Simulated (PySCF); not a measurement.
Si2NH7, closed shell: at a first-order saddle point.

run.py

```python
import json, numpy as np
from pyscf import gto, scf, dft, mp, cc
EV, BOHR = 27.211386245988, 0.529177210903
mol = gto.M(atom="""
Si -0.984631 -0.228713 0.127265
Si 1.092803 -1.083531 0.821491
H -1.762477 0.289708 -1.194298
N -0.714775 1.172772 -1.119029
H -1.481176 0.584255 1.281304
H 0.910634 -2.111352 1.884356
H 1.790452 -1.729119 -0.326291
H 1.990157 -0.011112 1.345142
H -0.670915 2.156308 -0.877028
H -0.169971 0.960986 -1.942911
""", basis="def2-tzvpp", charge=0, spin=0, max_memory=8670, verbose=0)
def mean_field(mol, dm=None):
    mf = dft.RKS(mol, xc="pbe").density_fit()
    mf.conv_tol = 1e-9; mf.grids.level = 4
    mf.kernel(dm0=dm)
    if not mf.converged: mf = mf.newton().run(mf.mo_coeff, mf.mo_occ)
    assert mf.converged
    return mf
def d4(mol):
    from pyscf.dispersion.dftd4 import DFTD4Dispersion
    real = gto.M(atom=[(mol.atom_pure_symbol(i), mol.atom_coord(i)) for i in range(10)], unit='B', charge=mol.charge, spin=None, basis='def2-svp', verbose=0)
    r = DFTD4Dispersion(real, xc="pbe", atm=True).get_dispersion(grad=True); return r["energy"], r["gradient"]
def energy_and_gradient(mol, dm=None):
    mf = mean_field(mol, dm); e, g = d4(mol)
    return mf, (mf.e_tot + e) * EV, (mf.nuc_grad_method().kernel()[:10] + g) * EV / BOHR
out = {}
mf = mean_field(mol); e = d4(mol)[0]
out.update(energy=(mf.e_tot + e) * EV, converged=True, dispersion=e * EV)
out['s2'] = mf.spin_square()[0]; out['nelec'] = mol.nelec
print(f"Total energy {out['energy']:.6f} eV, <S^2> {out['s2']:.4f}")
json.dump(out, open("out.json", "w"), default=float)
```

Command:

```bash
OMP_NUM_THREADS=4 python run.py
```

It printed (PySCF 2.14):

```
Total energy -17348.123024 eV, <S^2> 0.0000
```

Time: 13 s of wall clock on 4 CPU threads of an Arm Neoverse V1; the host was shared. Peak host memory: 0.7 GiB.
